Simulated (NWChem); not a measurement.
# Total energies of Cl

```
Cl
```
Charge 0, spin multiplicity 2.

Program: NWChem.

Basis set: cc-pVTZ (34 functions).

| method | total energy (Ha) |
|---|---|
| UHF | -459.48543 |
| UMP2 | -459.64336 |
| UB2PLYP | -460.03002 |
| UPBE | -459.96546 |
| UB3LYP | -460.17466 |
| ULC-wPBE (omega 0.3 per bohr) | -459.99587 |

Total energies of different functionals aren't comparable as a measure of quality: only differences taken within one method are. 

The correlated methods keep 5 core orbitals frozen. B3LYP has NWChem's definition, with VWN1-RPA local correlation. The stability of the SCF solutions was not checked. Open-shell Hartree-Fock references start from PBE0 orbitals.
